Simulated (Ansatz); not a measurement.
# S2F2 (Thio-thionyl fluoride) at 5 levels

Aim: a comparison of 5 runs (HF/STO-3G, UHF/STO-3G, r2SCAN0/STO-3G, MP2/STO-3G, CCSDT/STO-3G) of S2F2 (Thio-thionyl fluoride). 

The results are computed with Ansatz 0.2.0.

55 further runs of the same task are left out: 15 that didn't finish, 40 set aside as unsound or not needed.

## Step 1: The system as given

The species is S2F2 (4 atoms), meant as a singlet with charge 0. As SMILES, `FS(F)=S`. The S4–S2 distance was set to 2.788 Å, away from the relaxed value.

Bond lengths: F1–S2 1.606 Å, S2–F3 1.606 Å. Angles: F1–S2–F3 92.0°.

## Step 2: The energy at HF/STO-3G (run 1)

File input.yaml:

```yaml
basis:
  gaussian:
    orbitals: STO-3G
crystal:
  periodic: [false, false, false]
  atoms:
    - {symbol: F, position_ang: [0.778240, -0.276094, 1.896203]}
    - {symbol: S, position_ang: [-0.437580, -0.702954, 0.937883]}
    - {symbol: F, position_ang: [0.356770, -1.995324, 0.410963]}
    - {symbol: S, position_ang: [-0.567510, 1.135710, -1.153590]}
hamiltonian:
  xc: hf
accuracy: high
```

Launch:

```console
$ ansatz run input.yaml --threads 1 --pin off --max-ram 3480MiB --events-out events.jsonl --progress --plain --runs-dir runs
```

The log of the run:

```text
Warning: RAYON_NUM_THREADS=1 ignored (pool sized by the plan → 1); use --threads N
Functional definition: HF
  name "HF"
  exchange = exact_x
  correlation = 0
507 factors; integrals over basis functions are off by at most 3.3e-8 eV
mean field evaluation 1: about -26708.9643 eV, gradient 4.9e1 eV
mean field evaluation 2: about -26709.0609 eV, gradient 4.9e1 eV
mean field evaluation 4: about -26714.9379 eV, gradient 3.8e1 eV
mean field evaluation 8: about -26727.5906 eV, gradient 1.7e-1 eV
mean field evaluation 16: about -26727.5754 eV, gradient 2.1e-8 eV
mean field evaluation 32: about -26727.0399 eV, gradient 1.4e0 eV
mean field -26727.57541104 eV, -982.2202797546 hartree, gradient 2.1e-8 eV, S^2 0.000000; 0 other end points of the search recorded, 0 dependent functions left out
reference -26727.57541104 eV, -982.2202797546 hartree; 25, 25 occupied and 3, 3 virtual orbitals, 507 factors
Total energy: -26727.57541104 eV, -982.2202797546 hartree
```

It took 0.26 s on 1 thread of Arm Neoverse V1, shared host.

## Step 3: A single-point energy at UHF/STO-3G (run 2)

File input.yaml:

```yaml
basis:
  gaussian: {orbitals: STO-3G}
crystal:
  periodic: [false, false, false]
  atoms:
    - symbol: F
      position_ang: [0.778240, -0.276094, 1.896203]
    - symbol: S
      position_ang: [-0.437580, -0.702954, 0.937883]
    - symbol: F
      position_ang: [0.356770, -1.995324, 0.410963]
    - symbol: S
      position_ang: [-0.567510, 1.135710, -1.153590]
magnetization: {spin_polarized: true, initial_magnetization: 0}
hamiltonian: {xc: hf}
accuracy: high
```

Launch:

```console
$ ansatz run input.yaml --threads 1 --pin off --max-ram 3480MiB --events-out events.jsonl --progress --plain --runs-dir runs
```

The log of the run (excerpt; [...] marks lines left out):

```text
Warning: RAYON_NUM_THREADS=1 ignored (pool sized by the plan → 1); use --threads N
[... 2 set-up lines as earlier in the session ...]
[...]
507 factors; integrals over basis functions are off by at most 3.3e-8 eV
[...]
mean field -26728.67431605 eV, -982.2606637686 hartree, gradient 6.0e-8 eV, S^2 0.961313; 8 other end points of the search recorded, 0 dependent functions left out
reference -26728.67431605 eV, -982.2606637686 hartree; 25, 25 occupied and 3, 3 virtual orbitals, 507 factors
Total energy: -26728.67431605 eV, -982.2606637686 hartree
```

Run time: 2.8 s. Hardware: 1 thread of Arm Neoverse V1, shared host.

Run 3 isn't shown in full; the table further down has it.

## Step 4: The energy at MP2/STO-3G (run 4)

File in.yaml:

```yaml
crystal:
  periodic: [false, false, false]
  atoms:
    - symbol: F
      position_ang: [0.778240, -0.276094, 1.896203]
    - symbol: S
      position_ang: [-0.437580, -0.702954, 0.937883]
    - symbol: F
      position_ang: [0.356770, -1.995324, 0.410963]
    - symbol: S
      position_ang: [-0.567510, 1.135710, -1.153590]
basis:
  gaussian: {orbitals: STO-3G}
correlation: {method: mp2, frozen_orbitals: {F: 1, S: 5}}
accuracy: high
```

Launch:

```console
$ ansatz run in.yaml --threads 1 --pin off --max-ram 3480MiB --events-out events.jsonl --progress --plain --runs-dir runs
```

The log of the run (excerpt; [...] marks lines left out):

```text
Warning: RAYON_NUM_THREADS=1 ignored (pool sized by the plan → 1); use --threads N
[... 2 set-up lines as earlier in the session ...]
[...]
507 factors; integrals over basis functions are off by at most 3.3e-8 eV
[...]
mean field -26727.57541104 eV, -982.2202797546 hartree, gradient 2.1e-8 eV, S^2 0.000000; 4 other end points of the search recorded, 0 dependent functions left out; unrestricted orbitals would lower it
unrestricted determinant -26728.67431515 eV, -982.2606637357 hartree, S^2 0.9613
12 core orbitals not correlated: weight in the atoms' cores, before any rotation towards them, 1.000 or more for the frozen orbitals, at most 0.000 for the correlated occupied ones
reference -26727.57541104 eV, -982.2202797546 hartree; 13, 13 occupied and 3, 3 virtual orbitals, 507 factors
second order -1.88305350 eV of doubles, -0.00000000 eV of singles
Total energy: -26729.45846455 eV, -982.2894806944 hartree
```

Wall time 0.72 s (1 thread of Arm Neoverse V1, shared host).

## Step 5: The energy at CCSDT/STO-3G (run 5)

File in.yaml:

```yaml
crystal:
  periodic: [false, false, false]
  atoms:
    - {symbol: F, position_ang: [0.778240, -0.276094, 1.896203]}
    - {symbol: S, position_ang: [-0.437580, -0.702954, 0.937883]}
    - {symbol: F, position_ang: [0.356770, -1.995324, 0.410963]}
    - {symbol: S, position_ang: [-0.567510, 1.135710, -1.153590]}
basis:
  gaussian:
    orbitals: STO-3G
accuracy: high
correlation:
  method: ccsdt
  frozen_orbitals: {F: 1, S: 5}
scf:
  omitted_lower_state_checks: [cluster_reference, increment]
total_charge: 0
```

Launch:

```console
$ ansatz run in.yaml --threads 1 --pin off --max-ram 3480MiB --events-out events.jsonl --progress --plain --runs-dir runs
```

The log of the run:

```text
Warning: RAYON_NUM_THREADS=1 ignored (pool sized by the plan → 1); use --threads N
[... 13 lines left out ...]
12 core orbitals not correlated: weight in the atoms' cores, before any rotation towards them, 1.000 or more for the frozen orbitals, at most 0.000 for the correlated occupied ones
[... 66 lines left out ...]
Total energy: -26730.45237743 eV, -982.3260063192 hartree
Checks for a lower state left out: cluster_reference, increment
```

Run time: 1.1 s. Hardware: 1 thread of Arm Neoverse V1, shared host.

## Step 6: Overview of the runs

```csv
run,level,frozen core orbitals,energy (Eh),wall time
1,HF/STO-3G,–,-982.220280,0.26 s
2,UHF/STO-3G,–,-982.260664,2.8 s
3,r2SCAN0/STO-3G,–,-984.031662,4.8 s
4,MP2/STO-3G,12,-982.289481,0.72 s
5,CCSDT/STO-3G,12,-982.326006,1.1 s
```

## Step 7: What came out

| quantity | value |
| --- | --- |
| run 5: total energy | -982.32601 Eh |
| run 5: correlation energy (12 core orbitals frozen) | -105.7 mEh |
| run 5: T1 diagnostic | 0.011 |

Below the UHF energy at the same shape and in the same basis (STO-3G): MP2 -28.8 mEh; CCSDT -65.3 mEh. Some of these start from another determinant than that one, so these aren't their correlation energies. In runs 4, 5 the log says that unrestricted orbitals would lower the reference, so the values rest on an unstable closed-shell determinant (other closed-shell runs at this shape may share the fault). In runs 1, 2, 3, 4, 5 the basis is minimal, so the values are rough. Spin contamination of the reference: run 2 ⟨S²⟩ = 0.96. Where it is this large, the reference is a mixture of spin states, and values that rest on it are in doubt. All runs together took 9.7 s, the longest 4.8 s.
